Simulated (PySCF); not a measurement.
EPR parameters of p-benzoquinone radical anion

p-benzoquinone radical anion, C₆H₄O₂ (charge -1 and doublet state).
Z-matrix (Å and degrees, PBE0-D3(BJ)/def2-SVP geometry), rows numbered from 1:
```
O 
C   1  1.2542
C   2  1.4518  1  122.80
C   3  1.3711  2  122.83  1   179.98
C   4  1.4518  3  122.95  2    -0.00
O   5  1.2542  4  122.99  3  -179.99
C   5  1.4517  4  114.16  3     0.02
C   7  1.3711  5  122.95  4    -0.02
H   3  1.0959  2  115.94  1    -0.05
H   4  1.0959  3  121.18  2   179.98
H   7  1.0959  5  115.87  4  -179.99
H   8  1.0959  2  115.93  1    -0.00
```

The hyperfine couplings belong to this conformer and change with its torsions.

As a line formula: p-benzoquinone radical anion (`O=C1C=CC(=O)C=C1`) [SMILES of the parent framework; charge -1 and doublet state].

Level of theory: PySCF, UKS B3LYP, IGLO-III on C O, pcH-1 on H, non-relativistic, mean-field spin-orbit, GIAO. Whether the extra electron is bound in the gas phase wasn't checked; a finite basis holds it in any case. Stability of the SCF solution: not tested. No frequencies were computed at this geometry's level, so the symmetric structure isn't shown to be a minimum.

- g1, g2, g3: 2.00208, 2.00549, 2.00842
- g_iso: 2.00533
- Form of g: rhombic: the two nearest values differ by 46 % of g3 − g1
- ⟨S²⟩: 0.7606 (exact 0.7500)
- α and β electrons: 29, 28
- HOMO–LUMO gap, α and β orbitals: 3.93, 3.85 eV
- Basis functions: 320

Hyperfine couplings atom by atom, in mT; T1 to T3 are the principal values of the dipolar part; ρ(0) is the spin density at the nucleus (MHz turned into mT with g_iso):

| atom | isotope | a_iso | T1 | T2 | T3 | Mulliken spin population | ρ(0) (bohr⁻³) |
| --- | --- | --- | --- | --- | --- | --- | --- |
| O1 | 17O | -0.77 | -2.98 | 1.47 | 1.51 | 0.27 | 0.0358 |
| C2 | 13C | -0.31 | -0.33 | -0.18 | 0.51 | 0.08 | -0.0079 |
| C3 | 13C | -0.01 | -0.27 | -0.26 | 0.53 | 0.08 | -0.0004 |
| C4 | 13C | -0.02 | -0.27 | -0.26 | 0.53 | 0.08 | -0.0004 |
| C5 | 13C | -0.31 | -0.33 | -0.18 | 0.51 | 0.08 | -0.0078 |
| O6 | 17O | -0.77 | -2.98 | 1.47 | 1.51 | 0.27 | 0.0358 |
| C7 | 13C | -0.02 | -0.27 | -0.26 | 0.53 | 0.08 | -0.0004 |
| C8 | 13C | -0.02 | -0.27 | -0.26 | 0.53 | 0.08 | -0.0004 |
| H9 | 1H | -0.24 | -0.13 | -0.08 | 0.21 | -0.01 | -0.0015 |
| H10 | 1H | -0.24 | -0.13 | -0.08 | 0.21 | -0.01 | -0.0015 |
| H11 | 1H | -0.24 | -0.13 | -0.08 | 0.21 | -0.01 | -0.0015 |
| H12 | 1H | -0.24 | -0.13 | -0.08 | 0.21 | -0.01 | -0.0015 |

Largest spin populations (Mulliken): O6 (+0.27), O1 (+0.27), C5 (+0.08) and C2 (+0.08).

Axes: g1 is normal to the molecular plane and g3 points within 1° of the C5–O6 bond.

Under fast tumbling the dipolar parts average out, and these isotropic splittings remain: 4 × 1H (H9/H10/H11/H12, I = 1/2, 5 lines) with 0.24 mT.

Class means assume fast exchange of nuclei equivalent by connectivity; if that motion is slow, each nucleus keeps its own coupling.

The 13C coupling of C2/C5 (mean -8.8 MHz) shows only in satellite lines or after enrichment, since that isotope makes up about 1.07 % of natural carbon.

The 17O coupling of O1/O6 (mean -21.7 MHz) shows only in satellite lines or after enrichment, since that isotope makes up about 0.038 % of natural oxygen.

The spin density at the nucleus, in bohr⁻³, is negative for C2/C5 (-0.0078) and H9/H10/H11/H12 (-0.0015), for instance. A restricted open-shell determinant has no negative spin density anywhere; here it arises because α and β orbitals differ (spin polarisation).
